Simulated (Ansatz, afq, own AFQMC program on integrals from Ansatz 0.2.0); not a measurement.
## CHBGe⁺, doublet in cc-pVDZ, levels against CCSDT(Q)

```yaml
atoms:
  - { symbol: C, position_ang: [0.0000, 0.0000, 0.8784] }
  - { symbol: B, position_ang: [0.0000, 0.0000, -0.4587] }
  - { symbol: Ge, position_ang: [0.0000, 0.0000, -2.3704] }
  - { symbol: H, position_ang: [0.0000, 0.0000, 1.9506] }
```

Connectivity, by distances: CH–B–Ge.

Basis cc-pVDZ. Only valence electrons are correlated. Integrals, coupled cluster, full CI and functionals: Ansatz 0.2.0; the random walks run on the same integrals in our own AFQMC program. The CISD trial takes its coefficients from CCSD amplitudes. Released means that phaseless walkers are propagated on without the constraint, phases kept. Uncertainties: one standard error, sampling alone. No spin–orbit coupling.

Determinant: ROHF, the one that the program's search chose, which needn't be the lowest solution. The geometry is a PBE0/def2-TZVP stationary point of this or a neighbouring charge and spin state.

No full CI on the walks' own integrals is used here; CCSDT(Q) serves as the reference and is uncertain by about the last step of the cluster series.

Cautions: no relativity below Rb; no spin-orbit coupling; inner d shell frozen; higher spins were not checked; a spin-contaminated unrestricted determinant lies lower (UHF 388 meV lower, ⟨S²⟩ 1.45); the ph-AFQMC/CISD walk drifts between its halves (2.2 errors).

The T1 diagnostic is 0.0261. The weight of the determinant in the CISD state is 0.834 and the size of the correlated space is 11 electrons in 44 orbitals.

Reference: CCSDT(Q), correlation energy -7.606 eV. The released energy is read at 2.40 1/Eh (meV from the phaseless value at times in 1/Eh: -29 ± 19 at 0.24, -58 ± 19 at 0.51, -50 ± 18 at 0.99, -43 ± 28 at 1.62, -56 ± 33 at 2.40).

```tsv
level	E − E(reference) (kJ/mol)	share of correlation (%)
HF	733.9	0.00
MP2	136.4	81.41
CCSD	39.1	94.67
CCSD(T)	7.8	98.94
CCSDT	3.1	99.57
ph-AFQMC/HF	24.6 ± 7.2	96.65
ph-AFQMC/CISD	5.4 ± 2.2	99.26
released AFQMC	0.0 ± 3.2	100.00
```

A walk keeps the symmetry of its determinant, which the program's search chose and which needn't be the lowest solution, so a lower state of the same spin and another symmetry isn't excluded. Released energies are given only where the last usable release times agree within the noise; a slower fall can still hide under it.
